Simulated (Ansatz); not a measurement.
Process, species as SMILES: [CH2]Cl (CH2-Cl) → [CH2-]Cl (an electron is taken up)
B3LYP-D3(BJ)/def2-TZVP geometries, fixed; electronic energies without zero-point terms; positive where energy is released.
Largest species:
```
C
H 1 1.0768
H 1 1.0768 2 124.26
Cl 1 1.6978 2 117.87 3 180.00
```
Charge 0, spin multiplicity 2.

Basis-set convergence of the adiabatic electron affinity at MP2 with Ansatz (a program for electronic structure). Cartesian d functions, on some or all atoms, in 6-311G**; all else is spherical. Cores are frozen. Open shells are unrestricted. No added dispersion term, no relativity. Functions are those of the species that has most. Reference: Hartree-Fock in aug-cc-pV(Q+d)Z plus the correlation part extrapolated as X^-3 from aug-cc-pV(T+d)Z and aug-cc-pV(Q+d)Z, 0.682 eV, itself unsure by roughly 0.016 eV (a third of the extrapolation step and of the last Hartree-Fock step). Deviations are taken from unrounded values.

```tsv
basis	functions	adiabatic electron affinity (eV)	minus reference (eV)
def2-SVP	42	-0.421	-1.103
6-311G**	57	0.014	-0.668
def2-SVPD	63	0.421	-0.262
aug-cc-pV(D+d)Z	73	0.574	-0.108
def2-TZVP	80	0.323	-0.359
pcseg-2	92	0.296	-0.386
6-311++G(3df,3pd)	122	0.542	-0.140
def2-QZVPP	187	0.548	-0.134
pcseg-4	328	0.629	-0.053
```
